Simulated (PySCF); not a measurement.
**Li₃: doublet, from a equilateral triangle start**

Where does doublet Li₃ go from a equilateral triangle start, is the end point a minimum, and what are its modes, charges and moments?

Method: B3LYP, basis Li def2-TZVP, no relativity, density fitting; program: PySCF 2.14.0.

## (1) The system as given

3 atoms, charge 0, spin multiplicity 2.

No contacts short enough for the rule that draws bonds.

Coordinates in bohr (charge 0 multiplicity 2):
```
Li    1.5671   -2.7144    0.0000
Li   -3.1343    0.0000    0.0000
Li    1.5672    2.7144    0.0000
```

## (2) First SCF at the start

The steps below are one call of a driver around PySCF. For each, scf.py gives the equivalent set-up of the SCF; relaxations use the driver's own optimiser. After this first run the driver tries any further starts and a stability analysis.

The input, scf.py:

```python
from pyscf import gto, scf, dft
mol = gto.M(atom='''
Li     0.829300    -1.436390     0.000000
Li    -1.658610    -0.000010     0.000000
Li     0.829310     1.436390     0.000000''',
    basis={'Li': 'def2-TZVP'},
    charge=0, spin=1)
mf = dft.UKS(mol, xc='B3LYP')
mf.grids.atom_grid = (50, 194)
aux = {'Li': 'def2-universal-JKFIT'}
mf = mf.density_fit(auxbasis=aux)
mf.conv_tol = 1e-08
mf.diis_space = 10
mf.max_cycle = 60
mf.init_guess = 'minao'
mf.verbose = 4
mf.kernel()
```

Launch:

```
OMP_NUM_THREADS=2 python axn.py task.json out
```

What it wrote:

```text
init E= -22.5180012393399
[... the frontier-level lines of each cycle are left out ...]
cycle= 1 E= -22.5215115828293  delta_E= -0.00351  |g|= 0.0472  |ddm|= 0.896
cycle= 2 E= -22.5241613299295  delta_E= -0.00265  |g|= 0.0152  |ddm|= 0.254
cycle= 3 E= -22.5246065418372  delta_E= -0.000445  |g|= 0.0037  |ddm|= 0.0802
cycle= 4 E= -22.5246668091108  delta_E= -6.03e-05  |g|= 0.00181  |ddm|= 0.0213
cycle= 5 E= -22.5246861063574  delta_E= -1.93e-05  |g|= 0.000697  |ddm|= 0.0148
cycle= 6 E= -22.5246915600653  delta_E= -5.45e-06  |g|= 0.000371  |ddm|= 0.00673
cycle= 7 E= -22.5246935730183  delta_E= -2.01e-06  |g|= 0.000257  |ddm|= 0.00353
cycle= 8 E= -22.5246954414939  delta_E= -1.87e-06  |g|= 0.000167  |ddm|= 0.00485
cycle= 9 E= -22.5246968486597  delta_E= -1.41e-06  |g|= 0.000153  |ddm|= 0.00524
cycle= 10 E= -22.5246978826483  delta_E= -1.03e-06  |g|= 0.000154  |ddm|= 0.00442
cycle= 11 E= -22.5246969317649  delta_E= 9.51e-07  |g|= 0.000153  |ddm|= 0.00418
cycle= 12 E= -22.5246831302831  delta_E= 1.38e-05  |g|= 0.0002  |ddm|= 0.0718
cycle= 13 E= -22.5246830589206  delta_E= 7.14e-08  |g|= 0.000189  |ddm|= 0.000511
cycle= 14 E= -22.5246747128548  delta_E= 8.35e-06  |g|= 0.000304  |ddm|= 0.077
cycle= 15 E= -22.5246746393289  delta_E= 7.35e-08  |g|= 0.000303  |ddm|= 0.00137
cycle= 16 E= -22.5246746620305  delta_E= -2.27e-08  |g|= 0.000259  |ddm|= 0.001
cycle= 17 E= -22.5246740236078  delta_E= 6.38e-07  |g|= 0.000116  |ddm|= 0.0278
cycle= 18 E= -22.5246740268275  delta_E= -3.22e-09  |g|= 1.4e-05  |ddm|= 0.00638
Extra cycle  E= -22.5246740275551  delta_E= -7.28e-10  |g|= 7.35e-06  |ddm|= 9.13e-05
converged SCF energy = -22.5246740275551  <S^2> = 0.76670877  2S+1 = 2.0166395
```

This step, with its further starts and checks, took 2.4 s on 2 threads of Arm Neoverse V2, shared host.

The starts that the driver tried:

| start | energy (Eh) |
| --- | --- |
| the minimal-basis guess | -22.524674 |
| a thermally smeared density | -22.524765 |
| a smeared PBE density | -22.524765 |

The first run landed in a state that is too high. Following the other starts and the instabilities gains 0.2 kJ/mol (-22.52476 Eh), and the work goes on from there.

## (3) Relaxing the doublet from the equilateral triangle start

The program finds D3h symmetry in the start, which this walk keeps. The walk stops when the largest gradient is under 0.0003 Eh/bohr and the energy has settled too.

Edit scf.py of step 2 so:

```diff
@@ -3,3 +3,3 @@
-Li     0.829300    -1.436390     0.000000
-Li    -1.658610    -0.000010     0.000000
-Li     0.829310     1.436390     0.000000''',
+Li     0.829303    -1.436394     0.000000
+Li    -1.658605    -0.000000     0.000000
+Li     0.829302     1.436394     0.000000''',
@@ -15 +14,0 @@
-mf.init_guess = 'minao'
```

The optimiser's trace:

| step | energy (Eh) | change (kJ/mol) | largest symmetric gradient (Eh/bohr) |
| --- | --- | --- | --- |
| 0 | -22.524764 | 0.00 | 0.00089 |
| 1 | -22.524773 | -0.02 | 0.00080 |
| 2 | -22.524811 | -0.12 | 0.00004 |

The walk took 0.7 s.

End point (D3h, 2 steps, 0.1 kJ/mol gained): Li–Li 2.903 Å (×3); Li–Li–Li 60.0° (×3). A gradient of 0.0053 Eh/bohr that breaks the symmetry is left: this electronic state wants a lower symmetry.

## (4) Releasing the symmetry

The geometry is nudged along the force that breaks the symmetry.

The program finds C2v symmetry in the start, which may break.

Edit scf.py of step 3 so:

```diff
@@ -3,3 +3,3 @@
-Li     0.829303    -1.436394     0.000000
-Li    -1.658605    -0.000000     0.000000
-Li     0.829302     1.436394     0.000000''',
+Li     0.827617    -1.433470    -0.000000
+Li    -1.687008    -0.018349     0.000000
+Li     0.859391     1.451819     0.000000''',
```

Energy and gradient, step by step:

| step | energy (Eh) | change (kJ/mol) | largest gradient (Eh/bohr) |
| --- | --- | --- | --- |
| 0 | -22.525408 | 0.00 | 0.00467 |
| 1 | -22.525865 | -1.20 | 0.00415 |
| 2 | -22.527621 | -5.81 | 0.00152 |
| 3 | -22.527817 | -6.33 | 0.00128 |
| 4 | -22.527854 | -6.42 | 0.00118 |
| 5 | -22.527888 | -6.51 | 0.00109 |
| 6 | -22.527929 | -6.62 | 0.00078 |
| 7 | -22.527950 | -6.67 | 0.00033 |
| 8 | -22.527955 | -6.69 | 0.00007 |

The walk took 2.3 s.

End point (C2v, 8 steps, 6.7 kJ/mol gained): Li–Li 2.787 Å (×2); Li–Li–Li 75.6°.

## (5) Hessian and properties

The point is checked on the finer grid, and tightened if its gradient asks for it. The Hessian and the dipole derivatives come from central differences of analytic gradients, with steps of 0.02 bohr.

Edit scf.py of step 4 so:

```diff
@@ -3,3 +3,3 @@
-Li     0.827617    -1.433470    -0.000000
-Li    -1.687008    -0.018349     0.000000
-Li     0.859391     1.451819     0.000000''',
+Li     0.736064    -1.274785    -0.000000
+Li    -1.843561    -0.214581     0.000000
+Li     1.107498     1.489366     0.000000''',
@@ -9 +9 @@
-mf.grids.atom_grid = (50, 194)
+mf.grids.atom_grid = (75, 302)
@@ -12 +12 @@
-mf.conv_tol = 1e-08
+mf.conv_tol = 1e-10
```

This SCF starts from the last density.

Log of the central SCF (cycles and frontier levels):

```text
init E= -22.5279544414743
[... the frontier-level lines of each cycle are left out ...]
cycle= 1 E= -22.5279544414789  delta_E= -4.58e-12  |g|= 3.84e-07  |ddm|= 4.4e-06
Extra cycle  E= -22.5279544414809  delta_E= -2e-12  |g|= 2.55e-07  |ddm|= 2.95e-06
converged SCF energy = -22.5279544414809  <S^2> = 0.77579962  2S+1 = 2.0256353
```

The whole step took 5.4 s.

Geometry: C2v; Li–Li 2.789 Å (×2); Li–Li–Li 75.3°.

Harmonic modes (main isotopes):

| symmetry | ω (cm⁻¹) | IR (km/mol) | μ (u) |
| --- | --- | --- | --- |
| a1 | 145 | 8.0 | 7.02 |
| b2 | 188 | 7.3 | 7.02 |
| a1 | 315 | 19.2 | 7.02 |

Every mode is real; the point is a minimum.

Properties at this point:

```yaml
Dipole_moment: 0.38 D
Highest_occupied_level: -2.88 eV
Lowest_empty_level: -1.58 eV
Rotational_constants: 0.7392, 0.4138, 0.2653 cm⁻¹
Zero-point_energy: 3.9 kJ/mol
Principal_polarisabilities: 154.2, 220.2, 430.8 bohr³
Atomisation_energy_without_zero-point_energy: 130 kJ/mol
Principal_traceless_quadrupole_moments_about_the_centre_of_mass: -7.24, -5.66, 12.90 D Å
Entropy_at_298.15_K_and_1_bar_electronic_part_spin_only: 267.5 J/(mol K)
Heat_capacity_Cp_at_298.15_K: 55.9 J/(mol K)
Enthalpy_at_298.15_K_above_0_K: 14.21 kJ/mol
Rotational_symmetry_number: 2
Spin_squared_⟨S²⟩: 0.776
```

Charges (e) and bond orders:

| atom | Mulliken | Löwdin | polar tensor | spin (Mulliken) | Mayer order to Li1 |
| --- | --- | --- | --- | --- | --- |
| Li1 | 0.05 | 0.00 | 0.15 | 0.20 | – |
| Li2,3 | -0.03 | 0.00 | -0.08 | 0.40 | 0.64 |

Outer orbital energies (eV). α occupied: -54.70, -54.51, -54.51, -4.41, -2.88; empty: -1.58, -1.04, -0.86, -0.48. β occupied: -54.69, -54.41, -54.41, -4.18; empty: -1.50, -1.46, -0.90, -0.50.

Mulliken populations on Li1: s 2.62, p 0.33.

## (6) Summary of results

| quantity | value |
| --- | --- |
| minimum | doublet, C2v |
| geometry | Li–Li 2.789 Å (×2); Li–Li–Li 75.3° |
| wavenumbers (cm⁻¹) | 145 (a1), 188 (b2), 315 (a1) |
| dipole moment | 0.38 D |
| highest occupied, lowest empty level (either spin) | -2.88, -1.58 eV |
| polar-tensor charge of Li1 | +0.15 e |
| zero-point energy | 3.9 kJ/mol |
| entropy at 298.15 K | 267.5 J/(mol K) |
| atomisation energy (no zero-point energy) | 130 kJ/mol |
| ⟨S²⟩ | 0.776 |

What this shows: The equilateral triangle start (D3h) ends in a minimum of C2v symmetry. The strongest infrared band lies at 315 cm⁻¹ (a1, stretch). Other starts or spin states, not run here, may lie lower.

The search up to here took 11 s on 2 threads of Arm Neoverse V2, shared host.
